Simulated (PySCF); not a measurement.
## Trend along the third period: MF molecules

PBE0 with triple-zeta basis sets in PySCF, for the lowest determinant that a PBE0 search found; no spin–orbit coupling. De refers to high-spin ground-configuration atoms. A positive dipole means M(−)F(+).

| M | basis | state (unpaired electrons) | Re (Å) | ωe (cm⁻¹) | De (eV) | μ (D) |
| --- | --- | --- | --- | --- | --- | --- |
| Na | x2c-TZVPPall | singlet (closed shell) | 1.922 | 540 | 4.56 | -7.88 |
| Mg | x2c-TZVPPall | doublet (σ ↑) | 1.763 | 700 | 4.42 | -3.23 |
| Al | def2-TZVPP | singlet (closed shell) | 1.664 | 785 | 6.76 | -1.39 |
| P | def2-TZVPPD | triplet (π ↑↑) | 1.595 | 855 | 4.72 | -0.75 |
| S | x2c-TZVPPall | doublet (π ↑) | 1.596 | 861 | 3.64 | -0.82 |
| Cl | x2c-TZVPPall | singlet (closed shell) | 1.621 | 826 | 2.62 | -0.92 |

The shortest bond is that of PF (1.595 Å), the longest that of NaF (1.922 Å). AlF is bound most strongly (6.76 eV) and ClF least (2.62 eV).

The rows differ in basis set, which adds steps of its own.

The state changes along the series, so neighbouring rows are not always alike in their bonding.

States were picked by a PBE0 search and need not be the measured ground states.
